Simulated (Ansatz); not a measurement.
Saddle point of CH7AlSi, closed shell (CH₇AlSi ([CH3][AlH][SiH3]) → CH₃Al ([CH3][Al]) + SiH₄; bonds formed: Si2–H3; bonds broken: Al1–Si2, Al1–H3), PBE0-D4/def2-TZVP structure:

```
10
angstrom
Al -0.4030 -0.7084 -0.5134
Si 0.7696 1.3118 -1.2453
H 0.5153 0.6408 0.3263
C -0.8699 -1.5206 1.2186
H -0.1896 2.4088 -0.9318
H 2.1660 1.5938 -0.8008
H 0.8810 1.2912 -2.7446
H -1.4418 -0.8156 1.8287
H 0.0358 -1.7748 1.7768
H -1.4631 -2.4269 1.0855
```

Energies are electronic, without zero-point energy. Barriers and step energies count from the start structure reached by relaxing down the imaginary mode; all methods use the PBE0-D4 structures, on which another method's saddle can fall below an end. Computed with Ansatz 0.2.0 (basis: def2-TZVPP, with def2-QZVPP for the basis limit); correlated methods freeze the cores. B3LYP uses VWN-RPA correlation. Extrapolation: Hartree–Fock as exp(−7.88 √X), correlation as X^−2.97.

```tsv
method	barrier (kJ/mol)	step energy (kJ/mol)
SPW92	154.2	111.2
PBE-D4	163.0	103.0
BLYP-D4	172.5	84.8
r2SCAN-D4	177.0	119.7
B97M-V	177.3	115.3
PBE0-D4	179.5	109.6
B3LYP-D4	185.3	93.3
r2SCAN0-D4	187.0	118.7
BHLYP-D4	203.8	98.9
CAM-B3LYP-D4	198.6	101.6
wB97X-V	202.0	115.0
wB97M-V	?	93.1
B2PLYP	?	102.2
PBE-QIDH	?	115.7
RPA on PBE	181.7	89.6
HF	236.0	101.9
MP2	196.8	106.4
CCSD	197.7	98.8
CCSD(T)	189.9	99.6
```

Question: Fill in the withheld barriers. (An estimate is asked for; the value comes from the calculation.)

Answer: Computed: PBE-QIDH 194.0; B2PLYP 191.5; wB97M-V 186.2 kJ/mol. Each is the energy of the saddle less that of the start structure, by the same method.

For comparison, the barrier by CCSD(T) at an estimated basis limit (MP2 extrapolated from triple and quadruple zeta, plus CCSD(T) − MP2 in triple zeta) is 189.2 kJ/mol.

T1 diagnostic: at most 0.015. The restricted Hartree–Fock reference is unstable towards an unrestricted one at one or more of these structures.

Losses and insertions of silylenes and their heavier kin drive the gas-phase chemistry of silicon and germanium vapour deposition.

Labels in which every atom is bracketed show which atoms are joined, not bond orders.

For scale, one of the runs: CCSD(T)/def2-TZVPP, 213 basis functions, launched by `ansatz run in.yaml --threads 2 --pin off --events-out ev --progress --plain --max-ram 4352MiB`. Time: 49 s of wall clock on 2 CPU threads of an Intel Xeon Platinum 8488C; the host was shared. Peak host memory: 2.7 GiB.
